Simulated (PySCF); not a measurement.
C2H4, SMILES C=C (connectivity only; charge and spin as stated), charge +1, multiplicity 2. Atoms are numbered in the order given.

```xyz
6

C      0.6938     0.0000     0.0000
C     -0.6938     0.0000     0.0000
H      1.2571    -0.9036    -0.2310
H      1.2571     0.9036     0.2310
H     -1.2571     0.9036    -0.2310
H     -1.2571    -0.9036     0.2310
```
Charge +1, spin multiplicity 2.

Coordinates come from a B3LYP-D3(BJ)/def2-TZVP optimisation. The spin state was assumed, not searched.

Computed with PySCF with PBE/pcH-1.

Unrestricted Kohn–Sham, ⟨S²⟩ = 0.753. Hyperfine tensors hold the contact and dipolar terms, without spin-orbit corrections.

Problem. Estimate the hyperfine couplings. (Estimate from the structure and the level; the computed values follow.)

Solution. 
| nucleus | A(iso) (MHz) | A(iso) (G) | dipolar principal values (MHz) |
|---|---|---|---|
| 13C no. 1 | 21.4 | 7.6 | -48.2, -42.2, 90.4 |
| 13C no. 2 | 21.4 | 7.6 | -48.2, -42.2, 90.4 |
| 1H no. 3 | 19.3 | 6.9 | -20.7, -10.7, 31.4 |
| 1H no. 4 | 19.3 | 6.9 | -20.7, -10.7, 31.4 |
| 1H no. 5 | 19.3 | 6.9 | -20.7, -10.7, 31.4 |
| 1H no. 6 | 19.3 | 6.9 | -20.7, -10.7, 31.4 |

Problem. And the g tensor (effective nuclear charges for spin-orbit coupling, GIAO)? (Estimate from the structure and the level; the computed values follow.)

Solution. principal values 2.0022, 2.0026, 2.0029; isotropic 2.0026.
